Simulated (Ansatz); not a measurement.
```yaml
crystal:
  periodic: [false, false, false]
  atoms:
    - {symbol: C, position_ang: [-1.653005, 0.589687, 0.016270]}
    - {symbol: Si, position_ang: [0.017967, 0.066055, 0.009214]}
    - {symbol: O, position_ang: [1.329366, -0.661925, -0.037409]}
    - {symbol: H, position_ang: [-1.904811, 1.639646, 0.143179]}
basis:
  gaussian: {orbitals: def2-TZVP}
magnetization: {spin_polarized: true, initial_magnetization: 1}
hamiltonian: {xc: pbe0}
relax: {f_tol: 0.004, max_steps: 80}
```

```sh
$ ansatz run in.yaml --threads 1 --pin off --events-out ev --progress --plain --max-ram 2176MiB
```

Steps of the relaxation (energy above the last step; positions in Å, forces in eV/Å):

```
4
step 1, 58.6 meV
C    -1.653    0.590    0.016    0.484   -0.652   -0.067
Si    0.018    0.066    0.009   -0.847    1.051    0.105
O     1.329   -0.662   -0.037    0.328   -0.553   -0.060
H    -1.905    1.640    0.143    0.035    0.154    0.021
```

```
4
step 2, 33.9 meV
C    -1.648    0.581    0.015    0.177   -0.321   -0.035
Si    0.020    0.088    0.012   -0.259    0.621    0.071
O     1.320   -0.670   -0.039    0.095   -0.347   -0.041
H    -1.902    1.634    0.143   -0.013    0.046    0.006
```

```
4
step 3, 6.3 meV
C    -1.625    0.577    0.016   -0.154    0.138    0.012
Si    0.049    0.147    0.021    0.531   -0.165   -0.002
O     1.298   -0.711   -0.045   -0.360    0.155    0.007
H    -1.933    1.621    0.140   -0.017   -0.129   -0.017
```

```
4
step 9, 0.0 meV
C    -1.606    0.586    0.017    0.000    0.000    0.000
Si    0.078    0.174    0.025   -0.001    0.001    0.000
O     1.282   -0.736   -0.049    0.001   -0.001    0.000
H    -1.964    1.609    0.137    0.000    0.000    0.000
```

Close pairs at the end: C1–H4 1.091 Å, Si2–O3 1.512 Å, C1–Si2 1.734 Å.

A stationary point of unrestricted PBE0 after 9 steps, with ⟨S²⟩ = 0.766 against 0.75 for a pure state; no frequencies were run, so it isn't proven a minimum. 38 s on 1 thread of Arm Neoverse V1, shared host.
